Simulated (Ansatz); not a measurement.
# Worked example: the barrier

An elementary step of CH$_{5}$AlO, singlet (CH₅AlO ([CH3][AlH][OH]) → AlHO ([O][AlH]) + CH₄; bonds formed: C2–H4; bonds broken: Al1–C2, O3–H4). “Start” is the structure reached by relaxing down from the saddle towards the reactants; PBE0-D4/def2-TZVP structures. The saddle:

```xyz
8
angstrom
Al -1.1553 -0.0434 0.6359
C 0.7655 0.1475 -0.3687
O -1.2999 -1.5540 0.0449
H -0.0480 -0.8679 -0.3603
H -1.5405 1.2546 1.4334
H 1.3211 0.4094 0.5381
H 0.4979 1.0576 -0.9157
H 1.4594 -0.4036 -1.0073
```

Computed with Ansatz 0.2.0 (basis: def2-TZVPP and def2-QZVPP); correlated methods freeze the cores.

Energies in eV:

| quantity | saddle | start |
| --- | --- | --- |
| Hartree–Fock, triple zeta (X = 3) | -9729.19461 | -9732.88579 |
| Hartree–Fock, quadruple zeta (X = 4) | -9729.56052 | -9733.24650 |
| MP2 correlation, X = 3 | -14.69048 | -13.80248 |
| MP2 correlation, X = 4 | -15.72069 | -14.82456 |
| CCSD(T) correlation, X = 3 | -15.78966 | -15.02618 |

Task: Work out the barrier at the basis limit: extrapolate Hartree–Fock as E(X) = E∞ + A exp(−7.88 √X) and the MP2 correlation as E(X) = E∞ + B X^−2.97 (the exponents that Neese and Valeev fitted for def2-TZVPP and QZVPP), then add CCSD(T) − MP2 in triple zeta.

Result: Each step is linear, so take the differences first (saddle − start): Hartree–Fock 3.69118 (X = 3) and 3.68598 (X = 4); MP2 correlation -0.88800 and -0.89613; CCSD(T) correlation -0.76348.
Two points give E∞ = E(4) + w [E(4) − E(3)], with w = 1/(exp(7.88 (2 − √3)) − 1) = 0.1377 for Hartree–Fock and w = 1/((4/3)^2.97 − 1) = 0.7407 for the correlation.
Hartree–Fock: 3.68598 + 0.1377 × (-0.00520) = 3.6853 eV.
MP2 correlation: -0.89613 + 0.7407 × (-0.00813) = -0.9022 eV.
CCSD(T) − MP2: -0.76348 − (-0.88800) = 0.1245 eV.
Sum: 3.6853 + (-0.9022) + 0.1245 = 2.9076 eV, or 67.05 kcal/mol. Plain CCSD(T) in triple zeta gives 2.9277 eV, so the larger basis shifts the result by -0.0201 eV.

The T1 diagnostic stays at or below 0.023.

Labels in which every atom is bracketed show which atoms are joined, not bond orders.

For scale, one of the runs: CCSD(T)/def2-TZVPP, 174 basis functions, launched by `ansatz run in.yaml --threads 2 --pin off --events-out ev --progress --plain --max-ram 4352MiB`. Time: 21 s of wall clock on 2 CPU threads of an Arm Neoverse V2; the host was shared. Peak host memory: 1.5 GiB.
